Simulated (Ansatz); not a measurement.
in.yaml

```yaml
crystal:
  periodic: [false, false, false]
  atoms:
    - {symbol: Ge, position_ang: [0.000000, -0.020660, 0.000000]}
    - {symbol: H, position_ang: [0.000000, 0.744460, -1.349862]}
    - {symbol: H, position_ang: [0.000000, 0.744460, 1.349862]}
basis:
  gaussian: {orbitals: 6-31G}
magnetization: {spin_polarized: false, initial_magnetization: 3}
correlation: {method: fic_mrcisd_q_relaxed, electrons: outside_noble_gas, active_space: {window: {electrons: 2, orbitals: 3}, states: [{multiplicity: 3, weights: [1, 0.5]}]}}
```

```sh
$ ansatz run in.yaml --threads 1 --pin off --events-out ev --progress --plain --max-ram 2393MiB
```

(1) One thing in this input was set wrong on purpose, beside settings that are merely unusual. What is the gravest fault, and what does the program do?

Answers

(1) Multiplicity of wrong parity. How the run ends: refused.
```
Error: a molecule whose nuclei and cores have a total charge of 34 cannot have a net charge of 0 together with 3 unpaired electrons
```
